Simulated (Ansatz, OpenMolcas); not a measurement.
## Predicting a hybrid from its neighbours: C2H2O

The species is C2H2O (5 atoms), meant as a singlet with charge 0. As SMILES, `C1=CO1`. Geometry: relaxed at PBE0-D4/def2-TZVP.

The electronic atomisation energy y, in eV, basis aug-cc-pVDZ; a is the functional's share of exact exchange. Programs: Ansatz 0.2.0, OpenMolcas 26.06.

| functional | program | a | y (eV) |
| --- | --- | --- | --- |
| r2SCAN | Ansatz | 0 | 19.43 |
| TPSS | OpenMolcas | 0 | 19.57 |
| B3LYP | Ansatz | 0.2 | 19.19 |
| r2SCAN0 | Ansatz | 0.25 | 18.73 |
| PBE0 | Ansatz | 0.25 | ? |
| BHLYP | Ansatz | 0.5 | 17.96 |

Q: Fit y = c + s·a to the known rows and predict PBE0.

A: 
1. Means of the 5 rows: a = 0.1900, y = 18.976.
2. Σ(Δa)² = 0.172, Σ(Δa·Δy) = -0.5267, so the slope is -0.5267/0.172 = -3.0622.
3. Intercept: 18.976 − (-3.0622) × 0.1900 = 19.558. The largest residual of the fit is 0.24.
4. PBE0: 19.558 + (-3.0622) × 0.25 = 18.79 eV.

The run gave 19.49 eV, so the prediction is off by -0.70 eV, more than the scatter of the fit. The rows mix families of semi-local functionals, which the line can't see.
